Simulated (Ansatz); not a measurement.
Reaction (SMILES): N (NH3) → 3 H atom + N atom
B3LYP-D3(BJ)/def2-TZVP geometries, fixed; electronic energies without zero-point terms.
Largest species:
```xyz
4

N      0.0022    -0.0038     0.1116
H     -0.0020     0.9512    -0.2281
H      0.8095    -0.4644    -0.2929
H     -0.8232    -0.4600    -0.2599
```
Charge 0, spin multiplicity 1.

Basis-set convergence of the atomisation energy at HF with Ansatz (a program for electronic structure). All functions are spherical. Open shells are unrestricted. No added dispersion term, no relativity. Functions are those of the species that has most. Reference: the value in aug-pcseg-3, 201.35 kcal/mol, itself unsure by roughly 0.43 kcal/mol (its mean distance from aug-cc-pVQZ, cc-pV5Z, def2-QZVPPD). Deviations are taken from unrounded values.

| basis | functions | atomisation energy (kcal/mol) | minus reference (kcal/mol) |
|---|---|---|---|
| pcseg-0 | 15 | 172.37 | -28.97 |
| pcseg-1 | 29 | 197.21 | -4.14 |
| aug-pcseg-1 | 50 | 200.39 | -0.95 |
| pcseg-2 | 72 | 200.93 | -0.41 |
| aug-pcseg-2 | 115 | 201.34 | 0.00 |
| pcseg-3 | 159 | 201.33 | -0.01 |
| aug-pcseg-3 | 232 | 201.35 | 0.00 |

The smallest set listed that lies within 2 kcal/mol of the reference with all its larger relatives (same family, alike in diffuse functions; a set with none counts only in the reference's own line) is aug-pcseg-1 (50 functions, -0.95 kcal/mol off).
